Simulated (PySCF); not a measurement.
These are PBE0-D4/def2-TZVP (PySCF) values and carry that method's errors. All species are isolated molecules in the gas phase. One relaxed conformer stands for a flexible species; it need not be the lowest. 

Reference species (SMILES): `[OH]` (neutral, multiplicity 2).

- highest occupied spin orbital = -9.09 eV

Changed species: `CC(=O)[SiH2]` (radical fragment; the reference has radical fragment).

Q: Give the shifts of the highest occupied spin orbital.

A: the highest occupied spin orbital rises by 2.76 eV, to -6.33 eV.
